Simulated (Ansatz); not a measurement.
in.yaml

```yaml
crystal:
  periodic: [false, false, false]
  atoms:
    - {symbol: B, position_ang: [0.000000, 0.000000, 0.000000]}
    - {symbol: Cl, position_ang: [0.000000, 0.000000, 1.752000]}
basis:
  gaussian: {orbitals: "6-31G*"}
total_charge: 1
magnetization: {spin_polarized: false, initial_magnetization: 1}
hamiltonian: {pseudopotentials: {relativity: scalar}}
correlation: {method: sc_nevpt2, electrons: outside_noble_gas, active_space: {window: {electrons: 5, orbitals: 3}}}
output: {forces: true}
```

```sh
$ ansatz run in.yaml --threads 1 --pin off --events-out ev --progress --plain --max-ram 2393MiB
```

Output:

```
305 factors; integrals over basis functions are off by at most 9.0e-4 eV
mean field evaluation 1: about -13194.7935 eV, gradient 2.5e1 eV
mean field evaluation 2: about -13194.8273 eV, gradient 2.5e1 eV
mean field evaluation 4: about -13198.0582 eV, gradient 2.6e0 eV
mean field evaluation 8: about -13198.2068 eV, gradient 1.3e-1 eV
mean field evaluation 16: about -13194.5042 eV, gradient 9.1e0 eV
mean field evaluation 32: about -13194.8617 eV, gradient 1.5e-3 eV
mean field -13198.20687302 eV, -485.0251565176 hartree, gradient 3.4e-6 eV, S^2 0.750000; 3 other end points of the search recorded, 0 dependent functions left out
reference -13198.20687302 eV, -485.0251565176 hartree; 11, 10 occupied and 23, 24 virtual orbitals, 305 factors
state -13198.20687302 eV, -485.0251565176 hartree
state -13198.20687302 eV, -485.0251565176 hartree; corrected -13202.58283292 eV, -485.1859700779 hartree
WARN: 2 active orbitals are nearly empty or full. The corrections depend on them more than the energy does, and are more stable in an active space without them
the calculation of the forces begins
Error: an active orbital is full or empty, and SC-NEVPT2 has no forces then: leave it out of the active space
```

The run gave no result to rely on (stopped by an error).

Ran on 1 thread of AMD EPYC 7R43, shared host: 0.6 s wall, 0.12 GiB peak host memory.
